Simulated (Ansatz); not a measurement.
Write a Python script for the Python package of Ansatz (0.2.0) that makes vertical energies of changing the electron count of C2H7Si, SMILES CC[SiH2]. Settings (for the species named): CCSD(T), STO-3G basis, multiplicity 2.

```xyz
10

C    -0.7690    0.4853   -0.6287
C    -0.1566   -0.7265   -0.0881
Si    1.2854   -0.4330    1.0088
H    -1.5919    0.2685   -1.2804
H    -0.1172    1.1122   -1.2629
H    -1.1931    1.1880    0.1627
H     0.1889   -1.3498   -0.9243
H    -0.8633   -1.2826    0.4616
H     0.9195    0.3871    2.2462
H     2.3803    0.2995    0.3079
```

The script, `ip.py`:
```python
import ansatz as az
from ase import Atoms


def total_energy(molecule, charge=0, unpaired=0):
    calc = molecule.calculation().basis(gaussian='STO-3G').correlation('ccsd_t').accuracy('high')
    if charge:
        calc = calc.charge(charge)
    if unpaired:
        calc = calc.spin('collinear', total=unpaired)
    report = calc.run(threads=1).report
    if report['published_state_doubts']:
        print('  doubts:', report['published_state_doubts'])
    return report['free_energy_ev']

atoms = Atoms(['C', 'C', 'Si', 'H', 'H', 'H', 'H', 'H', 'H', 'H'], positions=[
    (-0.769, 0.4853, -0.6287),
    (-0.1566, -0.7265, -0.0881),
    (1.2854, -0.433, 1.0088),
    (-1.5919, 0.2685, -1.2804),
    (-0.1172, 1.1122, -1.2629),
    (-1.1931, 1.188, 0.1627),
    (0.1889, -1.3498, -0.9243),
    (-0.8633, -1.2826, 0.4616),
    (0.9195, 0.3871, 2.2462),
    (2.3803, 0.2995, 0.3079),
])
mol = az.Crystal.molecule_from_ase(atoms)

parent = total_energy(mol, 0, 1)
cation = total_energy(mol, 1, 0)
print(f'E(N)   = {parent:.5f} eV')
print(f'E(N-1) = {cation:.5f} eV  (0 unpaired)')
print(f'vertical ionisation energy {cation - parent:.3f} eV')
other = total_energy(mol, 1, 2)
print(f'to the state with 2 unpaired electrons: {other - parent:.3f} eV')
```

```console
$ python ip.py
E(N)   = -9921.70307 eV
E(N-1) = -9916.51750 eV  (0 unpaired)
vertical ionisation energy 5.186 eV
to the state with 2 unpaired electrons: 8.761 eV
```

Notes:
- These settings explore the input space; basis and method may be short of convergence.
- The geometry is a force-field or estimated start, not a minimum of this method, and the basis set is short of its limit. All parts are taken at fixed geometry, without zero-point energy. At an unrelaxed start these energies can be a whole eV from those at the minimum, and a small affinity can change sign.
- The species is open-shell (spin multiplicity 2).
- Only the spin states typed were run; another state of an ion can lie lower, by up to an eV or two.
- Timing: 3.5 s on 1 thread of Arm Neoverse V1, on a shared host, peak memory 0.16 GiB.

(Lines on the test bed's own set-up are left out of the output.)
